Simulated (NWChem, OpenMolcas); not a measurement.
How basis sets differ on CH5BCl− (SMILES C[BH2-]Cl)

The species is CH5BCl− (8 atoms), meant as a singlet with charge -1. As SMILES, `C[BH2-]Cl`. The coordinates come from a GFN2-xTB relaxation.

Quantity: the HOMO–LUMO gap, in eV. The values are calculated.

```
                        level          kind     program  value (eV)  CPU time
                    HF/STO-3G  Hartree–Fock  OpenMolcas       22.39       2 s
                     HF/3-21G  Hartree–Fock      NWChem       17.28     1.9 s
                  HF/def2-SVP  Hartree–Fock  OpenMolcas       14.58       5 s
HF/cc-pV(T+d)Z (RICD fitting)  Hartree–Fock  OpenMolcas       13.52      26 s
```

Sets without diffuse functions describe the anion poorly. The values span 13.52 to 22.39 eV. A Hartree–Fock LUMO above zero doesn't converge with the basis: it sinks as sets grow more diffuse. Orbital gaps aren't excitation energies. CPU times are rough (shared hosts, several kinds of processor): they show what a rung costs within a factor of a few.
